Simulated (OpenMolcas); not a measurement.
Potential curves of O₂: spin-free states

Computed with OpenMolcas 26.06: state-averaged CASSCF(8,6) over O 2p, O 2p, XMS-CASPT2 (IPEA 0.25, imaginary shift 0.2 hartree), scalar X2C, ANO-RCC-VTZP, then RASSI spin–orbit state interaction with atomic mean-field integrals. C2 symmetry about the axis (a holds Σ, Δ, Γ; b holds Π, Φ, H; Σ⁺ and Σ⁻ are not told apart); roots by multiplicity and irrep: 3a 4, 1a 4, 3b 2.

XMS-CASPT2 energies in eV from the lowest point. Curves are followed by energy order within each symmetry, so they are adiabatic and may change character at avoided crossings and where g and u states cross; Σ⁺ and Σ⁻ are counted together.

| R (Å) | (1)3Σ | (1)1Δ | (1)1Σ | (2)1Σ | (1)3Δ | (2)3Σ | (1)3Π |
| --- | --- | --- | --- | --- | --- | --- | --- |
| 1.030 | 1.904 | 2.993 | 3.832 | 11.953 | 12.292 | 12.494 | 12.409 |
| 1.090 | 0.715 | 1.783 | 2.595 | 9.231 | 9.550 | 9.734 | 10.231 |
| 1.144 | 0.183 | 1.232 | 2.004 | 7.488 | 7.812 | 7.981 | 8.940 |
| 1.198 | 0.000 | 1.009 | 1.747 | 6.259 | 6.579 | 6.735 | 8.078 |
| 1.258 | 0.071 | 1.039 | 1.725 | 5.338 | 5.646 | 5.783 | 7.483 |
| 1.318 | 0.330 | 1.242 | 1.879 | 4.751 | 5.046 | 5.170 | 7.146 |
| 1.402 | 0.871 | 1.701 | 2.257 | 4.307 | 4.587 | 4.691 | 6.941 |
| 1.510 | 1.697 | 2.400 | 2.849 | 4.133 | 4.403 | 4.488 | 6.027 |

(1) With masses 15.995 and 15.995 u, fit the curves (1)3Σ, (1)1Σ near their minima.

g and u states are not told apart. Only roots inside an energy window near the equilibrium distance were included, so the list of states is not complete; labels number the states computed. Each spin and symmetry block has orbitals of its own, averaged over its own roots, so gaps between blocks are less sure than gaps within one and near the minimum can be off by tenths of an eV, in bad cases by more. No Rydberg orbitals are active, so Rydberg states, and σ→σ* states whose orbital the CASSCF left unused, can be missing between those listed. CASPT2 splits the two components of degenerate states numerically, here by up to 116 cm⁻¹. No roots were computed in block 1b (none fell in the window or the block failed), so states of that kind are missing and can lie low or lowest. Points that failed a check (symmetry, reference weights, a jump) are left out.

## Answers

(1) At XMS-CASPT2, Te from the lowest curve (the fit fixes ωe to a per cent or two; the method's Re and ωe can be off by some per cent):

```json
{"curve": "(1)3Σ", "Te (cm⁻¹)": "0", "Re (Å)": "1.210", "ωe (cm⁻¹)": "1590.2"}
{"curve": "(1)1Σ", "Te (cm⁻¹)": "13810", "Re (Å)": "1.233", "ωe (cm⁻¹)": "1418.6"}
```
